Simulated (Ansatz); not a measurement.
Ansatz (a first-principles code) input (wB97M-V/pcseg-3): A basis named .json is the Basis Set Exchange file of that set (core-valence sets with the plain set on hydrogen).

Ansatz 0.2 input:
```yaml
crystal:
  periodic: [false, false, false]
  atoms:
    - {symbol: P, position_ang: [0.00293147, 0.00160888, 0.12817703]}
    - {symbol: H, position_ang: [-0.00384980, 1.18388197, -0.65609339]}
    - {symbol: H, position_ang: [1.01199153, -0.61366513, -0.65676338]}
    - {symbol: H, position_ang: [-1.05211382, -0.59435001, -0.60979871]}
basis:
  gaussian:
    orbitals: pcseg-3.json
hamiltonian:
  xc: {name: wB97M-V}
magnetization: {spin_polarized: false}
```

Output:

```
Functional definition: wB97M-V
integrals: 0.06 GiB planned
596 factors; their error is unknown
integrals: 0.09 GiB planned
131 factors; integrals over basis functions are off by at most 1.7e-5 eV
mean field: 0.62 GiB planned
mean field evaluation 1: about -9336.5798 eV, gradient 8.1e0 eV
mean field evaluation 2: about -9336.8031 eV, gradient 3.6e0 eV
mean field evaluation 4: about -9336.8380 eV, gradient 1.9e-1 eV
mean field evaluation 8: about -9336.8713 eV, gradient 1.7e-2 eV
mean field -9336.87125495 eV, -343.1236898607 hartree, gradient 1.7e-5 eV, S^2 0.000000; 0 other end points of the search recorded, 0 dependent functions left out
reference -9336.87130699 eV, -343.1236917732 hartree; 9, 9 occupied and 154, 154 virtual orbitals, 596 factors
Total energy: -9336.87130699 eV, -343.1236917732 hartree
```
